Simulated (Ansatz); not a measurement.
**NS (Mononitrogen monosulfide): where methods fail along a bond**

NS has 2 atoms, charge 0, and is taken as a doublet. SMILES: `[N]=S`. The shape is that of a PBE0-D4/def2-TZVP optimisation.

| atom | x (Å) | y (Å) | z (Å) |
| --- | --- | --- | --- |
| N | 0.0000 | 0.0000 | -0.0112 |
| S | 0.0000 | 0.0000 | 1.4744 |

The N1–S2 distance is scanned; the parts on either side stay rigid. Basis STO-3G, 6 core orbitals frozen in the correlated methods; program Ansatz 0.2.0. FCI is exact within this basis and core. Energies in eV from each method's value at 1.486 Å; open shells run as named; a dash marks a point that is missing or didn't converge. The shape above is that at 1.486 Å.

```tsv
distance (Å)	UB3LYP	UBHLYP	UCAM-B3LYP	UCCSDT(Q)	UCCSDTQ	FCI
1.463	0.18	0.15	0.16	0.20	0.20	0.20
1.486	0.00	0.00	0.00	0.00	0.00	0.00
1.829	0.58	0.37	0.66	0.26	0.24	0.24
1.857	0.73	0.49	0.80	0.40	0.38	0.38
2.195	2.48	1.95	2.51	1.88	1.84	1.84
2.228	2.63	2.05	2.64	1.97	1.94	1.94
2.926	4.08	2.94	3.87	2.67	2.67	2.67
2.971	4.10	2.96	3.89	2.67	2.68	2.68
3.658	4.24	3.05	4.01	2.72	–	2.74
3.714	4.25	3.05	4.01	2.72	2.74	2.74
```

Departure from the FCI curve at its largest: UB3LYP +1.51 eV at 3.71 Å; UBHLYP +0.32 eV at 3.71 Å; UCAM-B3LYP +1.28 eV at 3.71 Å; UCCSDT(Q) +0.03 eV at 2.19 Å; UCCSDTQ within 0.005 eV. For the functionals part of the departure is owed to the small basis.
